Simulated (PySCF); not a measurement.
Gas-phase reaction: 3 SiN + 2 CH₂ + Si₂H₅ → H₃SiN(CH₃)₂ + 2 Si₂N

Computed with PySCF (xtb for GFN2) and rigid-rotor harmonic-oscillator thermochemistry at 1 bar. † marks an energy on the PBE0/def2-TZVP geometry and frequencies; other levels use their own. Open shells (unrestricted): SiN (multiplicity 2), CH₂ (multiplicity 3), Si₂H₅ (multiplicity 2), Si₂N (multiplicity 2); the rest are closed-shell singlets. GFN2 has no spin-polarisation term. Spin-orbit splitting is ignored; it lowers the true energy and changes the entropy of Si₂N. Si₂H₅: computed as isolated molecules; such fragments, hydroxides, amides, oligomers or adducts are transient or little studied in the gas.

```csv
level,"ΔH°(298 K), kJ"
BLYP/def2-TZVP†,-1609
GFN2-xTB,[?]
PBE/def2-TZVP†,[?]
PBE0/def2-TZVP,-1700
ωB97X-V/def2-TZVP†,-1738
```

Some entries are withheld; supply them.


- GFN2-xTB, ΔH°(298 K), kJ: -1744
- PBE/def2-TZVP†, ΔH°(298 K), kJ: -1668
